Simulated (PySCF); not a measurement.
ClF.
Bonds: F1–Cl2.

The closed-shell ground state was solved at several levels (PySCF, density fitting, gas phase, non-relativistic). Geometry: PBE0-D3(BJ)/def2-SVP; no solvent, vibrations or thermal averaging.

| level | basis functions | total energy (Eh) | HOMO (eV) | LUMO (eV) | gap (eV) | dipole (D) |
| --- | --- | --- | --- | --- | --- | --- |
| wB97X-D/def2-SVPD | 50 | -559.7101 | -11.65 | -1.59 | 10.06 | 0.96 |
| PBE0/pcSseg-1 | 41 | -559.6777 | -9.50 | -3.14 | 6.36 | 1.09 |
| LC-wPBE/def2-SVPD | 50 | -559.5611 | -12.59 | -0.95 | 11.64 | 1.01 |
| B3LYP/cc-pVTZ | 64 | -560.0315 | -9.14 | -3.41 | 5.73 | 0.97 |
| BHandHLYP/def2-SVPD | 50 | -559.6984 | -11.21 | -2.16 | 9.05 | 1.09 |
| CAM-B3LYP/def2-SVPD | 50 | -559.7337 | -11.15 | -2.24 | 8.91 | 1.03 |
| PBE0/def2-TZVPD | 86 | -559.7714 | -9.54 | -3.34 | 6.20 | 0.87 |
| mPW1PW91/pcSseg-2 | 79 | -560.0193 | -9.57 | -3.27 | 6.30 | 1.02 |
| PBE0/6-31+G* | 40 | -559.6922 | -9.58 | -3.37 | 6.21 | 1.09 |
| PBE0/aug-cc-pVTZ | 96 | -559.7726 | -9.55 | -3.30 | 6.25 | 0.88 |
| PBE0/def2-TZVP | 68 | -559.7695 | -9.47 | -3.20 | 6.27 | 0.97 |

Task: Estimate the row for PBE0/def2-SVP, a basis of 32 functions; the other rows only guide the guess.

Result: Total energy -559.4761 Eh, HOMO -9.25 eV, LUMO -2.78 eV, gap 6.47 eV, dipole 1.15 D.

Task: Over all these levels, which gives the widest orbital gap and which the narrowest?

Result: LC-wPBE/def2-SVPD (range-separated hybrid) has the widest, 11.64 eV, and B3LYP/cc-pVTZ (global hybrid, 20 % exact exchange) the narrowest, 5.73 eV. Functional and basis both differ between the two, so the spread mixes both effects.

Task: How much does the basis alone move the frontier levels among the 6 PBE0 rows (the withheld one included)?

Result: The HOMO by 0.33 eV and the LUMO by 0.59 eV. By rising basis size (HOMO, LUMO in eV): def2-SVP -9.25, -2.78; 6-31+G* -9.58, -3.37; pcSseg-1 -9.50, -3.14; def2-TZVP -9.47, -3.20; def2-TZVPD -9.54, -3.34; aug-cc-pVTZ -9.55, -3.30.

Task: How far do the dipole and the HOMO energy spread over the levels?

Result: The dipole runs from 0.87 to 1.15 D (mean 1.01 D) and the HOMO from -12.59 to -9.14 eV.

The pairwise dispersion term of wB97X-D wasn't added to the energies; at a given geometry it leaves orbitals and properties as they are.
